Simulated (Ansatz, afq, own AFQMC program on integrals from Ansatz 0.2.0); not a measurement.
# SbH$_{3}$⁺, doublet in def2-SVP, levels against CCSDT(Q)

```xyz
4

Sb    0.0006    0.0010   -0.0133
H     1.5878    0.0145    0.5261
H    -0.8064    1.3711    0.5177
H    -0.8537   -1.5031    0.5685
```

Basis def2-SVP with its core potentials. Only valence electrons are correlated. Integrals, coupled cluster, full CI and functionals: Ansatz 0.2.0; the random walks run on the same integrals in our own AFQMC program. The CISD trial takes its coefficients from CCSD amplitudes. Released means that phaseless walkers are propagated on without the constraint, phases kept. Free projection: walkers drawn from exp(T), propagated without any constraint. Its projection time is finite, and what remains of the start isn't in its error. ± is one standard error of the sampling. No spin–orbit coupling.

Determinant: UHF, the one that the program's search chose, which needn't be the lowest solution. The geometry is a point of a scan.

No full CI on the walks' own integrals is used here; CCSDT(Q) serves as the reference and is uncertain by about the last step of the cluster series.

Cautions: no spin-orbit coupling; inner d shell frozen; the released energies are still falling, so no released level is given (meV from the phaseless value at times in 1/Eh: -3 ± 4 at 0.24, -7 ± 4 at 0.51, -6 ± 4 at 0.99, -6 ± 5 at 1.62, -15 ± 4 at 2.40), though the last usable value meets CCSDT(Q) within the noise; the ph-AFQMC/CISD walk drifts between its halves (2.4 errors).

* T1 diagnostic: 0.0116
* weight of the determinant in the CISD state: 0.924
* ⟨S²⟩ of the determinant: 0.753
* size of the correlated space: 7 electrons in 32 orbitals

```csv
level,correlation energy (eV)
MP2,-2.3619
CCSD,-3.0636
CCSD(T),-3.1287
```

Question: Estimate where phaseless AFQMC with the Hartree–Fock trial lies against CCSD(T) on the same integrals.

Answer: 43.7 ± 26.1 meV below CCSD(T). The gap is under twice the noise, so this walk alone can't tell the two apart.

Reference: CCSDT(Q), correlation energy -3.150 eV.

```json
{"level": "CCSD(T)", "E − E(reference) (meV)": "21.2", "share of correlation (%)": "99.33"}
{"level": "CCSDT", "E − E(reference) (meV)": "1.6", "share of correlation (%)": "99.95"}
{"level": "ph-AFQMC/HF", "E − E(reference) (meV)": "-22.5 ± 26.1", "share of correlation (%)": "100.71"}
{"level": "ph-AFQMC/CISD", "E − E(reference) (meV)": "11.4 ± 4.0", "share of correlation (%)": "99.64"}
{"level": "free AFQMC", "E − E(reference) (meV)": "2.6 ± 7.0", "share of correlation (%)": "99.92"}
```

Free projections are given only where their last times agree within the noise and don't stop above the reference; a slow remainder of the start can still hide under it. A walk keeps the symmetry of its determinant, which the program's search chose and which needn't be the lowest solution, so a lower state of the same spin and another symmetry isn't excluded.
